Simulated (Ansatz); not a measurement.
# CHAlP (sextet): from Hartree-Fock to the top rungs, cc-pVDZ

How much of the correlation energy of CHAlP (sextet) does each wave-function method recover here?

Method: cc-pVDZ, core rule «outside noble gas», up to 11 orbitals frozen; program: Ansatz 0.2.0, Gaussian basis.

The runs, in order: UHF; CCSD(T) on ROHF; CCSD(T) on UHF; BCCD(T) on ROHF; CISD; CCSDT(Q) on ROHF; CCSDT(Q) on UHF; CASSCF and MRCISD+Q, 13 electrons in 11 orbitals; CASSCF and NEVPT2, 13 electrons in 11 orbitals.

26 further runs of the same task are left out: 13 that didn't finish, 13 set aside as unsound or not needed.

### Step 1. The geometry

The geometry is a PBE0/def2-TZVP stationary point (not a proven minimum) of the parent state, kept for this charge and spin.

4 atoms, charge 0, spin multiplicity 6.

Atoms are counted from 1 here; the program's logs count them from 0.

Bond lengths: C1–Al2 1.897 Å, Al2–P3 2.151 Å, P3–H4 1.441 Å. Angles: C1–Al2–P3 179.8°, Al2–P3–H4 79.7°.

Coordinates:

```xyz
4
charge 0, multiplicity 6
C     0.0000    0.0400    2.5412
Al    0.0000   -0.0079    0.6448
P     0.0000   -0.0532   -1.5055
H     0.0000    1.3698   -1.2774
```

### Step 2. UHF

The input, in.yaml:

```yaml
crystal:
  periodic: [false, false, false]
  atoms:
    - {symbol: C, position_ang: [0.000000, 0.039970, 2.541179]}
    - {symbol: Al, position_ang: [0.000000, -0.007874, 0.644798]}
    - {symbol: P, position_ang: [0.000000, -0.053217, -1.505512]}
    - {symbol: H, position_ang: [0.000000, 1.369829, -1.277445]}
basis:
  gaussian: {orbitals: cc-pVDZ}
magnetization: {spin_polarized: true, initial_magnetization: 5}
hamiltonian: {xc: hf}
output: {orbitals: {seedname: orbitals}}
```

Run with:

```sh
$ ansatz run in.yaml --threads 1 --pin off --events-out ev --progress --plain --max-ram 2393MiB
```

The runs that follow: CCSD(T) on ROHF; CCSD(T) on UHF; BCCD(T) on ROHF; CISD; CCSDT(Q) on ROHF; CCSDT(Q) on UHF; CASSCF and MRCISD+Q, 13 electrons in 11 orbitals; CASSCF and NEVPT2, 13 electrons in 11 orbitals.

**Question.** What will the summary of the whole plan be? Wanted: UCCSDT(Q) below the RHF energy; RMP2 from UCCSDT(Q); UMP2 from UCCSDT(Q); RCCSD from UCCSDT(Q); RCCSD(T) from UCCSDT(Q); UCCSD(T) from UCCSDT(Q); RCCSDT(Q) from UCCSDT(Q); NEVPT2 frontier from UCCSDT(Q); MRCISD+Q frontier from UCCSDT(Q).

**Answer**, as computed:

| quantity | value |
| --- | --- |
| UCCSDT(Q) below the RHF energy | -7.1343 eV |
| RMP2 from UCCSDT(Q) | +153.4 kJ/mol |
| UMP2 from UCCSDT(Q) | +152.1 kJ/mol |
| RCCSD from UCCSDT(Q) | +30.7 kJ/mol |
| RCCSD(T) from UCCSDT(Q) | +7.4 kJ/mol |
| UCCSD(T) from UCCSDT(Q) | +7.5 kJ/mol |
| RCCSDT(Q) from UCCSDT(Q) | +0.2 kJ/mol |
| NEVPT2 frontier from UCCSDT(Q) | +167.2 kJ/mol |
| MRCISD+Q frontier from UCCSDT(Q) | +24.4 kJ/mol |
| levels within 1 kcal/mol (43 meV) | RCCSDT, UCCSDT, RCCSDT(Q) |
| T1 diagnostic | 0.092 |

RCCSD(T) lands +7.4 kJ/mol from the yardstick (1.1 % of the correlation energy). Of the multireference levels listed MRCISD+Q frontier comes nearest in total energy (+24.4 kJ/mol), which doesn't show that its space is the better one. These misses are within one basis, not against nature; the frozen cores of restricted and unrestricted runs differ, which can shift their rows.
